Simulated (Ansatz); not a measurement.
# CH5B: molecular dynamics, part 2 of 2

Purpose: to follow the molecule's vibrations and see whether its bonds hold. The start is relaxed first. Runs: 150 steps of 0.5 fs under a Nosé-Hoover thermostat at 300 K; 150 steps of 0.5 fs at constant energy, with velocities drawn for 700 K. SMILES of the start: BC.

Ansatz 0.2.0; RKS PBE-D4/def2-SVP. Earlier steps stand in the parts before.

### 6 Snapshots as a file

Positions (Å) and forces (eV/Å):

```xyz
7
time_fs=9.5 T=69 dE=0.1503
B    -0.276   -0.872    0.053    0.997   -0.039   -0.307
C     0.162    0.685   -0.006   -1.072   -1.121    1.479
H     0.316   -1.678    0.803   -0.278    0.569   -0.104
H    -1.029   -1.466   -0.726   -0.087    0.559    0.164
H     0.546    0.986    1.014   -0.149   -0.005   -0.640
H     1.000    0.793   -0.705    0.324    0.033   -0.437
H    -0.678    1.354   -0.296    0.265    0.004   -0.155
7
time_fs=19.0 T=136 dE=0.1082
B    -0.245   -0.865    0.034   -0.354    0.495    0.279
C     0.145    0.643    0.005   -0.156    1.014    1.112
H     0.253   -1.540    0.910    0.086   -0.361   -0.130
H    -1.114   -1.304   -0.698    0.166   -0.155   -0.090
H     0.571    1.020    0.997   -0.337   -0.365   -0.793
H     0.938    0.856   -0.718    0.711   -0.210   -0.513
H    -0.625    1.382   -0.332   -0.115   -0.417    0.135
7
time_fs=28.0 T=190 dE=0.0752
B    -0.230   -0.837    0.035   -0.676   -0.416    0.358
C     0.136    0.637    0.018    0.490    0.936    0.250
H     0.220   -1.575    0.871    0.259   -0.416    0.053
H    -1.087   -1.221   -0.728    0.025   -0.316   -0.251
H     0.601    1.030    0.963   -0.296   -0.044   -0.435
H     0.947    0.694   -0.756   -0.079    0.098   -0.053
H    -0.706    1.261   -0.355    0.277    0.158    0.079
7
time_fs=37.5 T=163 dE=0.0963
B    -0.255   -0.848    0.063    0.501   -0.546   -0.501
C     0.145    0.669    0.025   -0.249   -0.868   -0.269
H     0.278   -1.753    0.728   -0.189    0.614    0.097
H    -0.960   -1.298   -0.847   -0.086    0.261    0.275
H     0.601    1.125    0.916    0.233    0.037    0.059
H     0.910    0.569   -0.816   -0.285    0.274    0.454
H    -0.683    1.286   -0.367    0.076    0.228   -0.115
7
time_fs=47.0 T=124 dE=0.1253
B    -0.255   -0.872    0.055    0.521    0.727   -0.274
C     0.125    0.666    0.039    0.373   -0.777   -1.290
H     0.314   -1.692    0.782   -0.268    0.294   -0.094
H    -0.960   -1.270   -0.865   -0.071   -0.058    0.270
H     0.677    1.161    0.826    0.374    0.073    0.978
H     0.901    0.608   -0.812   -0.356   -0.212    0.460
H    -0.557    1.407   -0.402   -0.572   -0.047   -0.050
7
time_fs=56.0 T=186 dE=0.0903
B    -0.230   -0.844    0.029   -0.777    0.402    0.356
C     0.119    0.651    0.033    0.186   -0.364   -0.859
H     0.257   -1.534    0.869    0.410   -0.627    0.192
H    -1.042   -1.283   -0.749   -0.006   -0.217   -0.281
H     0.672    0.998    0.895    0.215    0.476    0.733
H     0.912    0.548   -0.765   -0.004    0.192   -0.124
H    -0.623    1.361   -0.365   -0.023    0.139   -0.018
7
time_fs=65.5 T=203 dE=0.0849
B    -0.247   -0.824    0.036   -0.248   -1.468    0.288
C     0.143    0.644    0.012   -0.803    0.573    0.342
H     0.312   -1.567    0.842   -0.048    0.040   -0.154
H    -1.047   -1.378   -0.709    0.049    0.250   -0.051
H     0.544    0.942    0.994    0.346    0.320   -0.075
H     0.931    0.633   -0.761    0.452    0.289   -0.217
H    -0.667    1.335   -0.309    0.251   -0.004   -0.133
7
time_fs=75.0 T=125 dE=0.1458
B    -0.276   -0.881    0.061    1.121    0.527   -0.571
C     0.155    0.664    0.001   -0.677    0.389    0.976
H     0.384   -1.668    0.764   -0.488    0.328   -0.119
H    -1.080   -1.345   -0.751   -0.002    0.156    0.399
H     0.576    1.091    0.969   -0.461   -0.453   -0.483
H     0.998    0.871   -0.681    0.315   -0.484   -0.442
H    -0.630    1.382   -0.375    0.194   -0.462    0.239
```

On run 1: Against a set 300 K the second half averages 164 K with a spread of 43 K; 15 meV/atom has gone into potential energy, and a thermostat that acts over some 100 fs has not made it up in 75 fs. The conserved energy strays from its start by at most 0.13 meV/atom, 0.8 % of the mean kinetic energy, so a step of 0.5 fs is short enough over this time. The bonds all hold.

### 7 Run 2

150 steps of 0.5 fs at constant energy, with velocities drawn for 700 K, starting from the last frame of an earlier run, with new velocities.

Input file input.yaml:

```yaml
crystal:
  periodic: [false, false, false]
  atoms:
    - { symbol: B, position_ang: [-0.276198, -0.880987, 0.060858] }
    - { symbol: C, position_ang: [0.15497, 0.664547, 0.000668] }
    - { symbol: H, position_ang: [0.383635, -1.66802, 0.764109] }
    - { symbol: H, position_ang: [-1.080171, -1.345082, -0.750859] }
    - { symbol: H, position_ang: [0.57547, 1.091157, 0.968731] }
    - { symbol: H, position_ang: [0.998036, 0.871094, -0.681431] }
    - { symbol: H, position_ang: [-0.630315, 1.382079, -0.374862] }
basis:
  gaussian: { orbitals: def2-SVP }
hamiltonian:
  xc: pbe
  dispersion: d4
md:
  timestep: 0.5
  n_steps: 150
  ensemble: nve
  temperature: 700.0
  initial_velocities: maxwell_boltzmann
  seed: 963376
```

Command:

```bash
$ ansatz run input.yaml --threads 1 --pin off --max-ram 2048MiB --backend cpu --events-out ev --progress --plain --runs-dir out
```

Standard output, shortened:

```text
Warning: RAYON_NUM_THREADS=1 ignored (pool sized by the plan → 1); use --threads N
[...]
Functional definition: PBE
[...]
602 factors; their error is unknown
[...]
mean field -1789.60355727 eV, -65.7667176930 hartree, gradient 3.8e-5 eV, S^2 0.000000; 0 other end points of the search recorded, 0 dependent functions left out
[...]
reference -1789.60358660 eV, -65.7667187707 hartree; 8, 8 occupied and 45, 45 virtual orbitals, 602 factors
md step     0: t =     0.00 fs  T =   700.0 K  F+E_penalty+E_count = -1789.66447983 eV  E_kin = 0.452410 eV  conserved = -1789.21206983 eV  (22 SCF iters)
[...]
md step    19: t =     9.50 fs  T =   397.6 K  F+E_penalty+E_count = -1789.46733557 eV  E_kin = 0.256952 eV  conserved = -1789.21038395 eV  (26 SCF iters, 3 dispersion substeps)
[...]
md step    38: t =    19.00 fs  T =   407.1 K  F+E_penalty+E_count = -1789.47312287 eV  E_kin = 0.263141 eV  conserved = -1789.20998210 eV  (26 SCF iters, 3 dispersion substeps)
[...]
md step    57: t =    28.50 fs  T =   424.7 K  F+E_penalty+E_count = -1789.48554610 eV  E_kin = 0.274507 eV  conserved = -1789.21103938 eV  (27 SCF iters, 3 dispersion substeps)
[...]
md step    74: t =    37.00 fs  T =   476.0 K  F+E_penalty+E_count = -1789.51740973 eV  E_kin = 0.307662 eV  conserved = -1789.20974764 eV  (26 SCF iters, 3 dispersion substeps)
md step    75: t =    37.50 fs  T =   525.1 K  F+E_penalty+E_count = -1789.54940384 eV  E_kin = 0.339351 eV  conserved = -1789.21005287 eV  (26 SCF iters, 3 dispersion substeps)
```

### 8 The log goes on: dynamics from the last frame of an earlier run

Output, continued, shortened:

```text
md step    76: t =    38.00 fs  T =   590.4 K  F+E_penalty+E_count = -1789.59222664 eV  E_kin = 0.381569 eV  conserved = -1789.21065747 eV  (26 SCF iters, 3 dispersion substeps)
[...]
md step    94: t =    47.00 fs  T =   394.5 K  F+E_penalty+E_count = -1789.46613458 eV  E_kin = 0.254945 eV  conserved = -1789.21118940 eV  (26 SCF iters, 3 dispersion substeps)
[...]
md step   112: t =    56.00 fs  T =   508.2 K  F+E_penalty+E_count = -1789.53854116 eV  E_kin = 0.328421 eV  conserved = -1789.21011979 eV  (26 SCF iters, 3 dispersion substeps)
[...]
md step   130: t =    65.00 fs  T =   285.7 K  F+E_penalty+E_count = -1789.39492192 eV  E_kin = 0.184629 eV  conserved = -1789.21029325 eV  (27 SCF iters, 3 dispersion substeps)
[...]
md step   150: t =    75.00 fs  T =   684.2 K  F+E_penalty+E_count = -1789.65439016 eV  E_kin = 0.442194 eV  conserved = -1789.21219603 eV  (23 SCF iters, 3 dispersion substeps)
Total energy: -1789.65441978 eV, -65.7685868555 hartree
Atom 0 at    -0.234776    -0.850462     0.040952 Å, force    -1.038325     0.058606     0.469378 eV/Å
Atom 1 at     0.140954     0.674033     0.010844 Å, force     0.586641    -1.972771    -0.761191 eV/Å
Atom 2 at     0.174736    -1.683821     0.828058 Å, force     0.584977     0.202001     0.065681 eV/Å
Atom 3 at    -1.119249    -1.346425    -0.638837 Å, force     0.110354     0.238468    -0.436231 eV/Å
Atom 4 at     0.544972     1.013140     0.949657 Å, force     0.606522     0.473717     0.755587 eV/Å
Atom 5 at     0.988097     0.567151    -0.751257 Å, force    -0.347866     0.480944     0.403834 eV/Å
Atom 6 at    -0.619112     1.340800    -0.369715 Å, force    -0.502302     0.519035    -0.497058 eV/Å
Dipole moment:     0.094688     0.160471    -0.039903 e Å
```

It took 4 min on 1 thread of AMD EPYC (Zen 3), shared host; peak memory 0.099 GiB.

### 9 What the atoms did

The trajectory, every 11 steps (energies from step 0):

| time (fs) | T (K) | potential energy change (meV/atom) | total energy change (meV/atom) |
| --- | --- | --- | --- |
| 0.0 | 700 | 0.0 | 0.00 |
| 5.5 | 498 | 18.7 | 0.09 |
| 11.0 | 458 | 22.5 | 0.18 |
| 16.5 | 368 | 30.8 | 0.19 |
| 22.0 | 606 | 8.8 | 0.07 |
| 27.5 | 578 | 11.3 | 0.02 |
| 33.0 | 388 | 28.9 | 0.12 |
| 38.5 | 658 | 4.0 | 0.10 |
| 44.0 | 303 | 36.9 | 0.28 |
| 49.5 | 366 | 31.1 | 0.23 |
| 55.0 | 666 | 3.3 | 0.10 |
| 60.5 | 495 | 18.9 | 0.06 |
| 66.0 | 425 | 25.5 | 0.08 |
| 71.5 | 436 | 24.7 | 0.27 |
| 75.0 | 684 | 1.4 | -0.02 |

time (fs), T (K) and a bar:
```
      0.0        700 #############################
      3.5        359 #######
      6.5        510 #################
     10.0        410 ##########
     13.0        513 #################
     16.5        368 ########
     19.5        472 ###############
     23.0        507 #################
     26.0        600 #######################
     29.5        247 
     32.5        331 #####
     36.0        447 #############
     39.0        711 ##############################
     42.5        449 #############
     45.5        290 ###
     49.0        395 ##########
     52.0        536 ###################
     55.5        587 ######################
     58.5        404 ##########
     62.0        388 #########
     65.0        286 ##
     68.5        509 #################
     71.5        436 ############
     75.0        684 ############################
```

### 10 Snapshots as a file

Positions (Å) and forces (eV/Å):

```xyz
7
time_fs=9.5 T=398 dE=0.1971
B    -0.227   -0.860    0.031   -0.613    1.988    0.226
C     0.123    0.635    0.006    0.357    0.168    0.263
H     0.302   -1.445    0.866    0.860   -1.550    0.838
H    -1.130   -1.147   -0.628   -0.986   -1.174   -1.029
H     0.525    0.973    0.956    0.502    0.244    0.704
H     0.974    0.684   -0.688    0.608    0.102   -0.453
H    -0.576    1.398   -0.319   -0.729    0.222   -0.549
7
time_fs=19.0 T=407 dE=0.1914
B    -0.236   -0.811    0.031   -0.951   -2.691    0.590
C     0.133    0.664    0.024    0.113   -1.865   -1.290
H     0.310   -1.664    0.806   -0.087    0.838   -0.564
H    -1.133   -1.416   -0.651    0.747    0.895    0.222
H     0.574    0.915    0.946    0.668    1.133    1.597
H     0.969    0.518   -0.705    0.216    0.355   -0.208
H    -0.637    1.243   -0.429   -0.707    1.334   -0.347
7
time_fs=28.0 T=512 dE=0.1221
B    -0.290   -0.866    0.070    1.464   -0.258   -1.044
C     0.146    0.667    0.027   -0.061   -0.267   -1.007
H     0.479   -1.698    0.644   -0.851    0.638    0.025
H    -1.018   -1.381   -0.830    0.130    0.577    0.901
H     0.573    1.210    0.878    0.324   -0.309    0.603
H     1.010    0.611   -0.747   -0.720   -0.177    0.694
H    -0.548    1.399   -0.432   -0.286   -0.205   -0.173
7
time_fs=37.5 T=525 dE=0.1151
B    -0.257   -0.888    0.055    0.663    3.119    0.130
C     0.130    0.664    0.022    0.764    0.368   -0.252
H     0.354   -1.605    0.726    0.631   -1.140    0.825
H    -1.073   -1.155   -0.709   -1.222   -0.952   -1.043
H     0.611    1.182    0.921   -0.473   -0.672   -0.633
H     1.023    0.594   -0.723   -0.758   -0.009    0.566
H    -0.580    1.398   -0.478    0.395   -0.714    0.407
7
time_fs=47.0 T=394 dE=0.1983
B    -0.213   -0.809    0.034   -2.114   -2.311    0.580
C     0.131    0.643    0.011    0.307    1.018    0.599
H     0.195   -1.653    0.829    0.535    0.246   -0.220
H    -1.194   -1.261   -0.597    0.631    0.219   -0.179
H     0.569    0.928    1.036   -0.568    0.350   -1.302
H     0.990    0.557   -0.702    0.197    0.466   -0.128
H    -0.709    1.241   -0.468    1.012    0.011    0.650
7
time_fs=56.0 T=508 dE=0.1259
B    -0.273   -0.835    0.054    0.303   -2.182   -0.086
C     0.164    0.633   -0.007   -1.687    1.820    1.896
H     0.391   -1.630    0.849   -0.921    0.811   -0.840
H    -1.125   -1.392   -0.745    0.781    0.716    0.916
H     0.484    1.078    0.992    0.163   -0.665   -0.620
H     0.979    0.776   -0.685    1.253    0.000   -0.953
H    -0.615    1.381   -0.322    0.107   -0.500   -0.313
7
time_fs=65.5 T=356 dE=0.2232
B    -0.301   -0.921    0.062    1.857    3.732   -0.333
C     0.167    0.695   -0.002   -0.816   -1.844    0.536
H     0.355   -1.550    0.788    0.376   -1.062    0.943
H    -1.034   -1.338   -0.723   -1.256   -0.699   -0.845
H     0.613    1.043    0.951   -0.345    0.104    0.229
H     1.013    0.847   -0.679    0.572   -0.446   -0.681
H    -0.581    1.393   -0.402   -0.390    0.214    0.150
7
time_fs=75.0 T=684 dE=0.0101
B    -0.235   -0.851    0.041   -1.038    0.059    0.469
C     0.141    0.674    0.011    0.587   -1.973   -0.761
H     0.175   -1.684    0.828    0.585    0.202    0.066
H    -1.119   -1.346   -0.639    0.110    0.238   -0.436
H     0.545    1.013    0.950    0.607    0.474    0.756
H     0.988    0.567   -0.751   -0.348    0.481    0.404
H    -0.619    1.341   -0.370   -0.502    0.519   -0.497
```

Reading of run 2. The temperature starts at 700 K and averages 474 K in the second half, where it ranges from 202 to 762 K. The total energy strays from its start by at most 0.39 meV/atom, 0.9 % of the mean kinetic energy, so a step of 0.5 fs is short enough over this time. The bonding pattern survives the run.

### 11 Results

This closing draws on all 2 parts.

| quantity | value |
| --- | --- |
| relaxation of the start | 7 moves, 0.372 eV lower |
| run 1: length | 150 steps of 0.5 fs |
| run 1: temperature, first and last step | 300 and 125 K |
| run 1: temperature, second half | mean 164 K, from 99 to 248 K |
| run 1: potential energy, second half | +15 meV/atom from this run's first step |
| run 1: largest change of the conserved energy | 0.13 meV/atom |
| run 1: bonds formed or broken | 0 |
| run 2: length | 150 steps of 0.5 fs |
| run 2: temperature, first and last step | 700 and 684 K |
| run 2: temperature, second half | mean 474 K, from 202 to 762 K |
| run 2: potential energy, second half | +21 meV/atom from this run's first step |
| run 2: largest change of the total energy | 0.39 meV/atom |
| run 2: bonds formed or broken | 0 |

In words: Mean temperatures of the second halves: 164 K, 474 K. No bond formed or broke in any run. Averages from a run of 75 fs with 7 atoms are rough. The nuclei move classically, without zero-point motion, which matters most for hydrogen.
